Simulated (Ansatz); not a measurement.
Reaction: C2H2F2 (1,1-difluoroethene, SMILES C=C(F)F) → C2H2F (SMILES C=[C]F, doublet) + F (doublet) (the C-F bond breaks)
Each species at its own B3LYP-D3(BJ)/def2-TZVP minimum (Ansatz, a first-principles code).

Total energies in hartree (Ansatz). UHF or UKS for unpaired electrons; spin-orbit terms are left out. Correlated methods leave the cores frozen. No relativity. The UHF reference of C2H2F (C=[C]F, doublet) is spin-contaminated (<S^2> up to 0.18 over the pure value in the sets run).

```tsv
species	HF/cc-pVTZ	CCSD(T)/cc-pVTZ	HF/cc-pVQZ	CCSD(T)/cc-pVQZ	CCSD(T)/cc-pVDZ	CCSDT(Q)/cc-pVDZ
1: C2H2F2 (SMILES FC(F)=C)	-275.84930	-276.70886	-275.87072	-276.79492	-276.42828	-276.43054
2: C2H2F (SMILES [C](F)=C, doublet)	-176.30673	-176.88275	-176.32016	-176.93599	-176.70669	-176.70917
3: F (doublet)	-99.40552	-99.62036	-99.41377	-99.65026	-99.52757	-99.52776
```

### Question
Work out the bond dissociation energy (electronic) in kcal/mol: take Hartree-Fock from cc-pVQZ, extrapolate the CCSD(T) correlation energy as X^-3 (X = 3, 4), and add CCSDT(Q) - CCSD(T) in cc-pVDZ. 1 hartree = 627.51 kcal/mol.

### Answer

Species 1: correlation (64·(-0.92420) - 27·(-0.85956))/37 = -0.97137; step -0.00226; E1 = -275.87072 + (-0.97137) + (-0.00226) = -276.84435
Species 2: correlation (64·(-0.61583) - 27·(-0.57602))/37 = -0.64488; step -0.00248; E2 = -176.32016 + (-0.64488) + (-0.00248) = -176.96752
Species 3: correlation (64·(-0.23649) - 27·(-0.21484))/37 = -0.25229; step -0.00019; E3 = -99.41377 + (-0.25229) + (-0.00019) = -99.66625
-1·E1 +1·E2 +1·E3 = 0.21058 hartree = 132.1 kcal/mol.
